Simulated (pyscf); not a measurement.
PySCF, gas phase, ωB97X-D3(BJ)/def2-SVP geometries.

Problem. For the elementary gas-phase step HO–Mo(F)(F)(F)(F)–SH → F–Mo(F)(F)(F)=S + H₂O (singlet surface; H–S, Mo–O broken, H–O formed), what barrier and reaction energy does B3LYP-D3(BJ)/def2-TZVP give, measured from the reactant's lowest minimum found?

Solution. ΔE‡ = 17.3 kcal/mol, ΔE = -11.7 kcal/mol. ωB97M-D3(BJ)/def2-TZVP gives 17.7 kcal/mol and -14.5 kcal/mol. Zero-point energy shifts the barrier by -1.4 kcal/mol. It is an elimination, with an imaginary mode of 1381i cm⁻¹. On the product side the descent ends in an adduct with a Mo–O contact, 1.2 kcal/mol under the separated species and 31.5 kcal/mol under the saddle at ωB97X-D3(BJ)/def2-TZVP. What is counted as broken (Mo–O) persists as a longer contact in the product adduct; parting that adduct is a step of its own. This is the saddle that the search found; another between the same sides may lie lower. Elements past Kr carry the def2 core potentials, without spin-orbit coupling.
